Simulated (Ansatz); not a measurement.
Abridged output of a molecular run in Ansatz:

```
Functional definition: HF
1350 factors; integrals over basis functions are off by at most 1.2e-3 eV
mean field evaluation 1: about -18144.4526 eV, gradient 4.1e1 eV
mean field evaluation 2: about -18144.7654 eV, gradient 4.1e1 eV
mean field evaluation 4: about -18148.4713 eV, gradient 4.3e0 eV
mean field evaluation 8: about -18148.5581 eV, gradient 5.8e-1 eV
mean field evaluation 16: about -18148.5605 eV, gradient 3.0e-6 eV
mean field -18148.56052540 eV, -666.9472977724 hartree, gradient 3.0e-6 eV, S^2 0.000000; 0 other end points of the search recorded, 0 dependent functions left out
9 core orbitals not correlated: weight in the atoms' cores, before any rotation towards them, 1.000 or more for the frozen orbitals, at most 0.000 for the correlated occupied ones
reference -18148.56052540 eV, -666.9472977724 hartree; 15, 15 occupied and 198, 198 virtual orbitals, 1350 factors
second order -26.02722667 eV of doubles, -0.00000000 eV of singles
cycle   1  -26.09403717 eV  change   -6.7e-2 eV  update   1.1e-1
cycle   2  -26.74291107 eV  change   -6.5e-1 eV  update   3.4e-2
cycle   3  -26.89456537 eV  change   -1.5e-1 eV  update   1.7e-2
cycle   4  -26.88028507 eV  change    1.4e-2 eV  update   4.0e-3
cycle   5  -26.87932616 eV  change    9.6e-4 eV  update   1.9e-3
cycle   6  -26.88019375 eV  change   -8.7e-4 eV  update   5.5e-4
cycle   7  -26.87985828 eV  change    3.4e-4 eV  update   2.4e-4
cycle   8  -26.87978946 eV  change    6.9e-5 eV  update   8.2e-5
cycle   9  -26.87981623 eV  change   -2.7e-5 eV  update   3.2e-5
perturbative correction -1.19691745 eV, -0.0439859050 hartree
Total energy: -18176.63725909 eV, -667.9790987042 hartree
```

Its atoms:

```xyz
9

C    -0.8506   -0.6637    0.4679
O    -0.6485    0.2410   -0.6045
C     0.5789    0.7588   -0.7138
N     1.6103    0.5878   -0.0253
Cl    0.6098    1.8241   -2.0707
H    -1.8895   -0.9772    0.3995
H    -0.6787   -0.1743    1.4309
H    -0.1981   -1.5363    0.3724
H     1.4663   -0.0603    0.7437
```

Question: Which basis set was used?
A. cc-pV(D+d)Z
B. def2-SVP
C. cc-pV(Q+d)Z
D. def2-TZVPP

Answer: D. It gives 222 functions.

Question: Write the keys of the input that set method, charge and spin (a neutral closed shell needs none for the last two).

Answer: 
```yaml
correlation: {method: ccsd_t}
```
